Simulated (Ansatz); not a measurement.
Cost and result for the atomization energy of CHNO (`N#CO`) (4 atoms, 3 bonds).

Cartesian coordinates in Å:
```
N 0.679 -1.377 -0.506
C 0.250 -0.337 -0.252
O -0.198 0.851 -0.024
H -0.730 0.864 0.782
```

Total charge 0; spin multiplicity 1. Geometry: relaxed with PBE0-D4/def2-TZVP. It is one conformer, not always the lowest. Program: Ansatz. Hardware: A = 2 threads of an AMD EPYC 7R13 on a shared host; B = 2 threads of an AMD EPYC 7R13 on a shared host and a share of an NVIDIA H100 80 GB. Times are those of one run each, without the atoms' runs, and a repeat can differ threefold. Electronic energies, without spin–orbit coupling; frozen cores. CCSD(T)/CBS extrapolates def2-TZVPP and def2-QZVPP, and its time is that of the two runs behind it. T1 = 0.014. B3LYP takes the VWN-RPA correlation (the form of Gaussian; ORCA's B3LYP/G). HSE06 is the plane-wave form, built on full-range PBE exchange.

CCSD(T)/CBS is a level of theory with its own doubt, some kJ/mol a heavy atom from the limit and from the frozen cores, so smaller differences don't rank the functionals.

| level | functions | wall time | atomization (kcal/mol) | difference from CCSD(T)/CBS | per bond |
| --- | --- | --- | --- | --- | --- |
| BLYP-D4/def2-TZVPP [A] | 107 | 1.1 s | 421.4 | 13.8 | 4.6 |
| CCSD(T)/def2-SVP [A] | 47 | 1.4 s | 381.0 | -26.6 | -8.9 |
| revPBE-D4/def2-TZVPP [A] | 107 | 1.4 s | 417.7 | 10.1 | 3.3 |
| LDA (SPW92)/def2-TZVPP [A] | 107 | 1.6 s | 494.7 | 87.1 | 29.0 |
| CAM-B3LYP-D4/def2-TZVPP [A] | 107 | 1.7 s | 411.0 | 3.4 | 1.1 |
| PBE-D4/def2-TZVPP (with forces) [A] | 107 | 2 s | 434.5 | 26.9 | 9.0 |
| HSE06-D4/def2-TZVPP [A] | 107 | 2.1 s | 411.5 | 3.9 | 1.3 |
| B3LYP-D4/def2-TZVPP (with forces) [A] | 107 | 2.5 s | 410.5 | 2.9 | 0.9 |
| PBE0-D4/def2-TZVPP [A] | 107 | 2.6 s | 410.9 | 3.3 | 1.1 |
| B97M-V/def2-TZVPP [A] | 107 | 4.3 s | 407.8 | 0.2 | 0.1 |
| CCSD(T)/def2-TZVPP [A] | 107 | 6.6 s | 393.2 | -14.4 | -4.8 |
| CCSD(T)/def2-QZVPP [B] | 201 | 18 s | 401.7 | -5.9 | -2.0 |
| CCSD(T)/CBS(def2) | – | 25 s | 407.6 | 0.0 | 0.0 |

The D4 term adds +1.4 kcal/mol with B3LYP and +0.7 kcal/mol with PBE0; it sums over pairs of atoms, weighted by their polarisabilities, and B3LYP, whose exchange is more repulsive, gets the larger term. Leaving LDA and LC-ωPBE aside and taking each functional with its dispersion term where it has one, the values, not all of them listed here, spread over 54.5 kcal/mol, from BHLYP-D4 to PBE-D4. LDA lies +61.0 kcal/mol from PBE without D4, its usual overbinding. From PBE to PBE0 (25 % exact exchange), in def2-TZVPP and without D4, the atomization energy moves by −23.5 kcal/mol: exact exchange takes away binding that semilocal exchange gives to molecules.
